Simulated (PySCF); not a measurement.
Gas-phase reaction: SiF₄ + SiCl₃ = SiCl₃F + SiF₃

Computed with PySCF and rigid-rotor harmonic-oscillator thermochemistry at 1 bar. † marks an energy on the PBE0/def2-TZVP geometry and frequencies; other levels use their own. MP2 and CCSD(T) freeze the core. 6-31G* has spherical d functions here. Open shells (unrestricted): SiCl₃ (multiplicity 2), SiF₃ (multiplicity 2); the rest are closed-shell singlets. MP2 isn't extrapolated to the basis-set limit. CCSD(T) isn't extrapolated to the basis-set limit.

```json
[
 {"level": "BLYP/def2-TZVP†", "ΔH°(298 K), kJ": "41"},
 {"level": "CCSD(T)/def2-TZVPP†", "ΔH°(298 K), kJ": "42"},
 {"level": "HF/6-31G*", "ΔH°(298 K), kJ": "[?]"},
 {"level": "M06-2X/def2-TZVP†", "ΔH°(298 K), kJ": "[?]"},
 {"level": "MP2/def2-SVP†", "ΔH°(298 K), kJ": "[?]"},
 {"level": "PBE/def2-TZVP†", "ΔH°(298 K), kJ": "[?]"},
 {"level": "r2SCAN/def2-TZVP†", "ΔH°(298 K), kJ": "40"},
 {"level": "ωB97M-V/def2-TZVP†", "ΔH°(298 K), kJ": "38"},
 {"level": "ωB97X-V/def2-TZVP†", "ΔH°(298 K), kJ": "35"}
]
```

Question: What belongs in the gaps?

Answer: 
- HF/6-31G*, ΔH°(298 K), kJ: 51
- M06-2X/def2-TZVP†, ΔH°(298 K), kJ: 44
- MP2/def2-SVP†, ΔH°(298 K), kJ: 34
- PBE/def2-TZVP†, ΔH°(298 K), kJ: 38
